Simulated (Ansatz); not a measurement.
Ansatz input

```yaml
crystal:
  lattice:
    - [3.6008540736, 0.0, 0.0]
    - [-1.8004270368, 3.1184311031, 0.0]
    - [0.0, 0.0, 11.5069918234]
  atoms:
    - { symbol: La, position: [0.0, 1.0, 1.0], spin: 1.0 }
    - { symbol: La, position: [1.0, 1.0, 0.5], spin: 1.0 }
    - { symbol: La, position: [0.3333333333, 0.6666666667, 0.75], spin: 1.0 }
    - { symbol: La, position: [0.6666666667, 0.3333333333, 0.25], spin: 1.0 }
hamiltonian:
  xc: lda
  pseudopotentials:
    kind: paw
    azcp:
      La: "pseudopotentials/La.paw.azcp"
basis:
  ecutwfc: 420
  fft_grid_basis: typed
kpoints:
  mp_grid: { grid: [13, 13, 4], shift: [0, 0, 0] }
magnetization:
  spin_polarized: true
scf:
  occupations: { method: fermi_dirac, width: 0.05 }
```

Output

```
Warning: the record states the generating functional pbe (its physics header spells it `PBE`), which answers neither for hamiltonian.xc's functional nor for the lda family's — results may be inconsistent (PPs are generated against a specific XC)
Engine: ansatz 0.2.0, aarch64-unknown-linux-gnu
Pseudopotentials: kind: paw
Pseudopotential: La, paw, valence charge 11, recommended cutoff 420 eV (normal) 
Functional definition: SPW92
  exchange = slater_x
  correlation = pw_c
Crystal: 4 atoms, lattice volume = 129.212 Å³
Basis set: ecut = 420 eV, 2487 PW (Γ)
Bands: 29, of which v1, the nominal top of the filled ones, is band 22 counted from 1 (21 counted from 0)
Symmetry: 24 space group operations
Space group: P63/mmc (ITA 194), of the structure as read, at distance tolerance 5.1e-5 Å
Magnetic group: BNS 194.263 (UNI 1493), of the structure as read, at distance tolerance 5.1e-5 Å
k-points: 63 of 676
Non-local potential: La, projectors of the file, l = 0: 3, l = 1: 2, l = 2: 2, l = 3: 3
PAW form: soft (Blöchl's): semilocal exchange-correlation on the pseudo side does not see the compensation charge
PAW frozen core: La, regenerated for the run's functional, and the local potential with it (the file was generated under x = pbe(κ = 0.804, μ = 0.2195149727645171), c = pbe(β = 0.06672455060314922))
PAW one-centre angular grid: La, 590 points (default); XC on 64 Gauss nodes
Initial density: superposition of atomic densities (chi_scale 0.1, normalization cell)
Starting moments: Σ|m| = 4 μB on 4 of 4 sites
Initial wavefunctions: pseudopotential atomic-orbital guess
Functional: x = slater, c = lda
iter 1 solved again at ethr=1.80e-3 eV; its pass at ethr=3.10e-3 eV (dr2=7.92e-1 eV) is discarded
SCF iter   1: F=—  HF=-24303.924008 eV  |F-HF|=—  |Δ(HF+E_count)|=         —  Δρ=2.23e-2 (↑2.23e-2 ↓1.32e-2)  dr2=8.00e-1  dr2_m=2.46e-1  M=1.038 μB ∫|m|=1.038 μB  β_m=0.30  ethr=1.80e-3  ⟨swp⟩=1.0  Hψ=23340  notcnv=0
Mixer restart at iter 1: flushing history
spin=Collinear: Kerker preconditioning applied to the charge; magnetization (m = ρ↑ − ρ↓) channel mixes plain (no charge-response kernel on spin).
SCF iter   2: F=—  HF=-24304.258169 eV  |F-HF|=—  |Δ(HF+E_count)|=   3.34e-1  Δρ=1.62e-2 (↑1.62e-2 ↓9.98e-3)  dr2=4.23e-1  dr2_m=1.36e-1  M=0.842 μB ∫|m|=0.842 μB  β_m=0.65  ethr=1.80e-3  ⟨swp⟩=3.3  Hψ=4884  notcnv=0  defer=1
SCF iter   3: F=—  HF=-24304.617589 eV  |F-HF|=—  |Δ(HF+E_count)|=   3.59e-1  Δρ=1.70e-3 (↑1.70e-3 ↓1.65e-3)  dr2=4.19e-3  dr2_m=2.09e-3  M=0.198 μB ∫|m|=0.198 μB  β_m=0.82  ethr=9.62e-4  ⟨swp⟩=6.4  Hψ=9338  notcnv=0  defer=13
SCF iter   4: F=—  HF=-24304.623498 eV  |F-HF|=—  |Δ(HF+E_count)|=   5.91e-3  Δρ=6.72e-4 (↑6.72e-4 ↓6.21e-4)  dr2=1.26e-3  dr2_m=2.98e-4  M=0.071 μB ∫|m|=0.071 μB  β_m=0.82  ethr=9.52e-6  ⟨swp⟩=4.4  Hψ=8925  notcnv=0  defer=2
SCF iter   5: F=—  HF=-24304.623762 eV  |F-HF|=—  |Δ(HF+E_count)|=   2.64e-4  Δρ=1.80e-4 (↑1.66e-4 ↓1.80e-4)  dr2=1.93e-5  dr2_m=3.14e-5  M=0.025 μB ∫|m|=0.025 μB  β_m=0.91  ethr=2.87e-6  ⟨swp⟩=3.6  Hψ=7901  notcnv=0  defer=1
SCF iter   6: F=—  HF=-24304.623856 eV  |F-HF|=—  |Δ(HF+E_count)|=   9.43e-5  Δρ=3.54e-5 (↑3.54e-5 ↓3.29e-5)  dr2=2.04e-6  dr2_m=1.19e-6  M=0.004 μB ∫|m|=0.005 μB  β_m=0.92  ethr=4.39e-8  ⟨swp⟩=2.1  Hψ=6475  notcnv=0  defer=1
SCF iter   7: F=—  HF=-24304.623859 eV  |F-HF|=—  |Δ(HF+E_count)|=   3.29e-6  Δρ=8.08e-6 (↑8.08e-6 ↓7.73e-6)  dr2=1.10e-7  dr2_m=4.99e-8  M=0.001 μB ∫|m|=0.001 μB  β_m=0.96  ethr=4.63e-9  ⟨swp⟩=2.1  Hψ=6365  notcnv=0  defer=1
SCF iter   8: F=—  HF=-24304.623860 eV  |F-HF|=—  |Δ(HF+E_count)|=   1.30e-7  Δρ=2.15e-6 (↑1.88e-6 ↓2.15e-6)  dr2=5.46e-9  dr2_m=4.10e-9  M=0.000 μB ∫|m|=0.000 μB  β_m=0.98  ethr=2.49e-10  ⟨swp⟩=2.2  Hψ=6429  notcnv=0  defer=1
SCF iter   9: F=—  HF=-24304.623860 eV  |F-HF|=—  |Δ(HF+E_count)|=   8.21e-9  Δρ=2.50e-7 (↑2.50e-7 ↓2.50e-7)  dr2=1.99e-10  dr2_m=3.08e-11  M=0.000 μB ∫|m|=0.000 μB  β_m=0.99  ethr=1.24e-11  ⟨swp⟩=2.3  Hψ=6643  notcnv=0  defer=1
SCF iter  10: F=-24304.623860 eV  HF=-24304.623860 eV  |F-HF|=7.28e-12  |Δ(HF+E_count)|=  4.73e-11  Δρ=4.77e-8 (↑4.77e-8 ↓4.25e-8)  dr2=1.03e-11  dr2_m=9.50e-13  M=0.000 μB ∫|m|=0.000 μB  ethr=1.00e-12  ⟨swp⟩=1.3  Hψ=9607  notcnv=0
SCF 1 converged in 10 iterations: F = -24304.623860 eV  dr2 = 1.03e-11
WARN: the starting moments were not kept: the SCF closed with an absolute magnetisation of 3.8e-6 μB, where they sum to 4 μB in size (4 sites). That is at most 0.1 of that sum. Measured as dr2_m measures the in/out step, that magnetisation stands 4.0e-13 eV from none, at or under the dr2_threshold of 1.0e-7 eV: it is no larger than a step whose dr2_m would equal this threshold. The system may hold no moment; this SCF shows only that its start led to no more than that. To try another start: raise the starting moments (crystal.atoms[].spin, magnetization.per_species, magnetization.initial_magnetization, or on a non-collinear deck that types none of these the spinor_matrix: blocks that start its atoms; where the total moment is fixed, keep their sum and leave initial_magnetization as it is; typed ones take the place of any that the run laid by itself, positive ones on a crystal's lanthanoids without a Hubbard term where scf.initial_density.shell_occupations: [] is typed) or, if the notice of its spin-set hold's release reads "site moments contracting" or "site moments show no strong build", lengthen the hold (scf.mixing.spin_hold: { on: { confirm: 4 } }; for m-r²SCAN on two components see the key's manual first). Each may lead to a state that holds a moment. A second SCF, from the converged charge density, with the starting moments and any scf.initial_density.shell_occupations laid on it anew, would have followed, and was not run: the deck does not ask for one (magnetization.retry_lost_moments is false, the default). To let it run, set magnetization.retry_lost_moments: true and run the deck again, where that key's refused combinations let it; where memory then withholds it, that run's warning says so.
SCF converged after 10 iterations
Magnetization: 0.0000 μB (22.0000 up, 22.0000 down)
Absolute magnetization: 0.0000 μB (∫|ρ↑−ρ↓|, with the PAW one-centre terms)
Spin contamination: 0.0000 ħ² per cell (⟨S²⟩ above its minimum at these occupations)
Per-site moments (μB) at R_I (Å): [(9.165332721819187e-7, 1.4640977749982442), (9.165332721750992e-7, 1.4640977749982442), (1.0939933039240137e-7, 1.4640977749982442), (1.0939933051802729e-7, 1.4640977749982442)]
Free energy (F): -24304.623860 eV
Harris-Foulkes:  -24304.623860 eV  (|F-HF|=7.28e-12)
Internal energy: -24304.575514 eV  (E = F + TS)
E sigma→0 (E₀):  -24304.599687 eV
Entropy (-TS):   -0.048345 eV (-12.086 meV/atom)
Fermi energy:    12.700738 eV
--- Per-component energies (eV) ---
  E_band       = -102.793640
  E_kinetic    = 781.952254
  E_local      = -1163.414171  (includes V_loc(G=0)·N_el)
  E_nonlocal   = 395.452422
  E_hartree    = 372.032650
  E_xc         = -557.392734
  E_vxc        = -594.936016  (∫ρ·V_xc dr)
  E_paw        = -20974.497373  (= ΣΔE_a)
  E_vpaw       = -265.913361  (= ΣTr[D̂ρ^β])
  E_aug_tail   = -0.000001  (compensation charges beyond the density's cutoff)
  E_ewald      = -3159.999426
  E_core_change = 1.290865  (= ΣΔE_core)
  E_smearing   = -0.048345  (= −TS)
  E_closure    = 0.000000  (closes the sum)
  Σ components = -24304.623860   (vs F -24304.623860, Δ=0.00e0)
```
